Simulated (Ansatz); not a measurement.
# Nb: from a first guess to the relaxed bcc type

First guess:

```
CELL_PARAMETERS angstrom
-1.62429 1.62429 1.62429
1.62429 -1.62429 1.62429
1.62429 1.62429 -1.62429
ATOMIC_POSITIONS crystal
Nb 0.00000 0.00000 0.00000
```

Level of theory: DFT, PBE, PAW with Ansatz's default frozen-core files, scalar-relativistic (Ansatz 0.2.0).

Cell and atoms relax within the symmetry of the start on a 16×16×16 k mesh with 0.08 eV Fermi–Dirac smearing.

The start is built from a prototype, known or not as a phase of this compound; the cutoff is 420 eV.

Spin polarisation is left out, and whether a magnetic state lies lower isn't shown here.

Q: What is the pressure of the first guess?

A: 10.61 GPa.

Q: What does it relax to?

A: a = 3.310 Å, b = 3.310 Å, c = 3.310 Å, α = 90.00°, β = 90.00°, γ = 90.00° (conventional cell), 18.13 Å³ per atom:
```cif
data_structure
_symmetry_space_group_name_H-M 'Im-3m'
_symmetry_Int_Tables_number 229
_cell_length_a 3.3098
_cell_length_b 3.3098
_cell_length_c 3.3098
_cell_angle_alpha 90.000
_cell_angle_beta 90.000
_cell_angle_gamma 90.000
_cell_volume 36.26
loop_
_atom_site_label
_atom_site_type_symbol
_atom_site_symmetry_multiplicity
_atom_site_Wyckoff_symbol
_atom_site_fract_x
_atom_site_fract_y
_atom_site_fract_z
_atom_site_occupancy
Nb1 Nb 2 a 0.00000 0.00000 0.00000 1
```

Q: How much energy does the relaxation release?

A: 31 meV/atom.
